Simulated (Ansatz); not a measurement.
# Basis or method: atomization of H₃Si–NH₂

H3Si–NH2, singlet; coordinates (Å): Si -0.011 0.000 0.573; N 0.054 0.000 -1.147; H 0.684 -1.221 1.056; H 0.684 1.221 1.056; H -1.379 0.000 1.175; H -0.211 -0.828 -1.655; H -0.211 0.828 -1.655. Quantity: atomization.

Ansatz 0.2.0, basis cc-pVDZ or cc-pVTZ; geometries are PBE0/def2-TZVP minima. Wave-function levels freeze the cores; HF, MP2 and coupled cluster are restricted for singlets and unrestricted otherwise, atoms included, Kohn–Sham unrestricted where that lies lower. The reference is CCSDT(Q) (coupled cluster only where its series has nearly closed). Semilocal and hybrid functionals correlate all electrons outside any core potential and usually lie nearer their basis limit than the reference, so part of their error here is the reference's basis and frozen-core error; RPA and the MP2 part of double hybrids freeze the same cores as the reference. None of these values is a measured one. Energies are electronic, without zero-point terms. No spin–orbit coupling and no scalar relativity. The species are chosen: bound, without strong static correlation by their natural occupations or amplitudes, in their lowest spin state as far as vertical gaps and like structures tell, and with a ladder that closes on the reference, so errors are smaller than for species at large; levels whose determinant breaks symmetry or spin markedly are left out.

| level | cc-pVDZ (kJ/mol) | cc-pVTZ (kJ/mol) |
| --- | --- | --- |
| reference | 1942.4 (CCSDT(Q)) | 2093.2 (CCSDT(Q)) |
| CCSD | 1927.2 | 2073.4 |
| CCSD(T) | 1940.8 | 2093.2 |
| PBE | 2079.0 | 2135.8 |
| r2SCAN | 2072.1 | 2134.2 |
| PBE0 | 2056.9 | 2115.3 |
| wB97M-V | 2121.5 | 2161.8 |
| RPA-PBE | 1915.0 | 2043.4 |

From cc-pVDZ to cc-pVTZ the reference moves by 150.8 kJ/mol and PBE by 56.8; the step from CCSD(T) to the reference is 1.6 in the first and 0.0 in the last.
